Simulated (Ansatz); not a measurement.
Relaxation of H$_{5}$NSi (7 atoms, charge 0, multiplicity 1), to a largest force component of 0.015 eV/Å in at most 40 steps.

These are results of Ansatz, RKS PBE/def2-SVP, not measurements.

```xyz
7
Properties=species:S:1:pos:R:3:forces:R:3
N -0.019 -1.115 -0.107 -2.78 -0.24 -0.98
Si 0.144 0.608 -0.152 -0.20 0.31 -0.44
H -1.094 -1.274 -0.076 2.21 -0.30 0.22
H 0.421 -1.431 0.728 0.27 -1.03 1.22
H 0.911 1.049 1.043 0.17 0.37 0.24
H 0.858 0.946 -1.406 0.21 0.53 -0.26
H -1.260 1.155 -0.179 0.11 0.36 0.01
```

Problem. Where does it end, and by what steps?

Solution. It converged. After 9 steps the energy has fallen by 0.347 eV; N1 moved furthest, 0.50 Å.

```json
{"step": "0", "energy less start (eV)": "0.0000", "largest force component (eV/Å)": "2.780", "accepted": "yes"}
{"step": "1", "energy less start (eV)": "-0.2443", "largest force component (eV/Å)": "0.915", "accepted": "yes"}
{"step": "2", "energy less start (eV)": "-0.2760", "largest force component (eV/Å)": "0.268", "accepted": "yes"}
{"step": "3", "energy less start (eV)": "-0.2976", "largest force component (eV/Å)": "0.085", "accepted": "yes"}
{"step": "4", "energy less start (eV)": "-0.3090", "largest force component (eV/Å)": "0.194", "accepted": "yes"}
{"step": "5", "energy less start (eV)": "-0.3255", "largest force component (eV/Å)": "0.563", "accepted": "yes"}
{"step": "6", "energy less start (eV)": "-0.3400", "largest force component (eV/Å)": "0.488", "accepted": "yes"}
{"step": "7", "energy less start (eV)": "-0.3405", "largest force component (eV/Å)": "0.261", "accepted": "yes"}
{"step": "8", "energy less start (eV)": "-0.3473", "largest force component (eV/Å)": "0.031", "accepted": "yes"}
{"step": "9", "energy less start (eV)": "-0.3475", "largest force component (eV/Å)": "0.011", "accepted": "yes"}
```

```xyz
7
Properties=species:S:1:pos:R:3
N -0.275 -1.017 0.315
Si 0.095 0.638 -0.108
H -0.944 -1.520 -0.276
H 0.509 -1.636 0.540
H 0.939 1.213 0.996
H 0.844 0.875 -1.405
H -1.207 1.385 -0.211
```

Whether the end is a true minimum wasn't checked by a vibrational analysis.

The run took 15 s on 1 CPU thread of a shared host.
